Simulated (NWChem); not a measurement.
System: hydrazine (N2H4); SMILES NN

NWChem input:

```
start job
memory heap 200 mb stack 900 mb global 1100 mb
geometry units angstroms noautosym nocenter noautoz
  N     -0.073102     0.713927     0.073170
  N      0.073102    -0.713927     0.073170
  H      0.838569     1.103459     0.300382
  H     -0.328102     1.071227    -0.849541
  H     -0.838569    -1.103459     0.300382
  H      0.328102    -1.071227    -0.849541
end
basis spherical
  * library def2-svpd
end
dft
  xc xpbe96 cpbe96
  iterations 150
end
property
  response 1 0.0
end
task dft property
```

Structure relaxed at the B3LYP/6-31G* (spherical d) level.

Static field.

**Question.** Predict the main results of this run. (PBE/def2-SVPD.) Quantities: isotropic polarisability (bohr³); anisotropy (bohr³).

**Answer.** 
```json
{
 "isotropic polarisability (bohr³)": "22.8",
 "anisotropy (bohr³)": "4.8"
}
```
